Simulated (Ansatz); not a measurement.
# CH₆B₂ (SMILES BBC): single points off equilibrium

A test off equilibrium: a structure displaced at random from a GFN2-xTB minimum is computed at several levels, and each is set against CCSD(T).

Program: Ansatz 0.2.0, Gaussian basis. Level of theory: single points in def2-TZVPP. These are calculated values, not measurements.

Cores are frozen in the correlated methods.

## (1) Where the work starts

9 atoms, charge 0, spin multiplicity 1.

Atoms are counted from 1 here; the program's logs count them from 0.

Bond lengths: B1–B2 1.568 Å, B1–H4 1.112 Å, B1–H5 1.222 Å, B2–C3 1.581 Å, B2–H6 1.176 Å, C3–H7 1.051 Å, C3–H8 1.093 Å, C3–H9 1.040 Å. Angles: B2–B1–H4 125.7°, B2–B1–H5 121.4°, H4–B1–H5 112.7°, B1–B2–C3 123.6°, B1–B2–H6 122.9°, C3–B2–H6 113.5°, B2–C3–H7 110.9°, B2–C3–H8 112.8°, B2–C3–H9 113.0°, H7–C3–H8 105.0°, H7–C3–H9 107.2°, H8–C3–H9 107.4°.

As a file:

```
B    -0.6242    0.7637   -1.1919
B    -0.2995    0.4169    0.3026
C     0.6064   -0.8018    0.7409
H    -1.5211    0.4269   -1.7559
H     0.0712    1.5392   -1.8314
H    -0.7226    1.0362    1.2079
H     0.0351   -1.5368    1.2298
H     1.0636   -1.3168   -0.1075
H     1.3727   -0.5259    1.3879
```

## (2) CCSD(T)/def2-TZVPP

The input, run/in.yaml:

```yaml
crystal:
  periodic: [false, false, false]
  atoms:
    - {symbol: B, position_ang: [-0.624200, 0.763700, -1.191900]}
    - {symbol: B, position_ang: [-0.299500, 0.416900, 0.302600]}
    - {symbol: C, position_ang: [0.606400, -0.801800, 0.740900]}
    - {symbol: H, position_ang: [-1.521100, 0.426900, -1.755900]}
    - {symbol: H, position_ang: [0.071200, 1.539200, -1.831400]}
    - {symbol: H, position_ang: [-0.722600, 1.036200, 1.207900]}
    - {symbol: H, position_ang: [0.035100, -1.536800, 1.229800]}
    - {symbol: H, position_ang: [1.063600, -1.316800, -0.107500]}
    - {symbol: H, position_ang: [1.372700, -0.525900, 1.387900]}
basis:
  gaussian: {orbitals: def2-TZVPP}
correlation: {method: ccsd_t}
output: {forces: true}
```

No record of the launch command was kept for these runs.

## (3) PBE0-D4/def2-TZVPP

Changes to run/in.yaml since step 2:

```diff
@@ -14,3 +14,3 @@
   gaussian: {orbitals: def2-TZVPP}
-correlation: {method: ccsd_t}
-output: {forces: true}
+hamiltonian: {xc: pbe0, dispersion: d4}
+output: {forces: true, orbitals: {seedname: orbitals}}
```

## (4) wB97M-V/def2-TZVPP

Changes to run/in.yaml since step 3:

```diff
@@ -14,3 +14,3 @@
   gaussian: {orbitals: def2-TZVPP}
-hamiltonian: {xc: pbe0, dispersion: d4}
-output: {forces: true, orbitals: {seedname: orbitals}}
+hamiltonian: {xc: {name: wB97M-V}}
+output: {forces: true}
```

## (5) r2SCAN-D4/def2-TZVPP

Changes to run/in.yaml since step 4:

```diff
@@ -14,3 +14,3 @@
   gaussian: {orbitals: def2-TZVPP}
-hamiltonian: {xc: {name: wB97M-V}}
+hamiltonian: {xc: r2scan, dispersion: d4}
 output: {forces: true}
```

## (6) PBE-D4/def2-TZVPP

Changes to run/in.yaml since step 5:

```diff
@@ -14,3 +14,3 @@
   gaussian: {orbitals: def2-TZVPP}
-hamiltonian: {xc: r2scan, dispersion: d4}
+hamiltonian: {xc: pbe, dispersion: d4}
 output: {forces: true}
```

## (7) HSE06-D4/def2-TZVPP

Changes to run/in.yaml since step 6:

```diff
@@ -14,3 +14,3 @@
   gaussian: {orbitals: def2-TZVPP}
-hamiltonian: {xc: pbe, dispersion: d4}
+hamiltonian: {xc: hse06, dispersion: d4}
 output: {forces: true}
```

## (8) revPBE-D4/def2-TZVPP

Changes to run/in.yaml since step 7:

```diff
@@ -14,3 +14,3 @@
   gaussian: {orbitals: def2-TZVPP}
-hamiltonian: {xc: hse06, dispersion: d4}
+hamiltonian: {xc: {name: revPBE}, dispersion: d4}
 output: {forces: true}
```

(Steps that only read results are left out.)

Before running it: what results should come out? Wanted: energy less free atoms, CCSD(T)/def2-TZVPP; RMS force component; RMS force error; HOMO and LUMO, PBE0-D4; T1 diagnostic.

The runs gave:

| quantity | value |
| --- | --- |
| energy less free atoms, CCSD(T)/def2-TZVPP | -3063.5 kJ/mol |
| RMS force component | 1.030 to 1.082 eV/Å over the methods |
| RMS force error | PBE0-D4 0.148, wB97M-V 0.104, r2SCAN-D4 0.182, PBE-D4 0.268, HSE06-D4 0.150, revPBE-D4 0.240 eV/Å |
| HOMO and LUMO, PBE0-D4 | -8.29 and -1.53 eV |
| T1 diagnostic | 0.011 |

What this shows: Against CCSD(T) the functionals' energies less atoms differ by -116.9 to -56.2 kJ/mol, PBE-D4 by -116.9 kJ/mol. A larger basis would deepen the CCSD(T) value, while the functionals are nearly converged already, so the order here is not reliable. The forces of wB97M-V come nearest to CCSD(T), those of PBE-D4 are farthest. Frozen-core CCSD(T) forces in triple zeta carry basis errors of their own, and this is one geometry, so small gaps rank nothing.
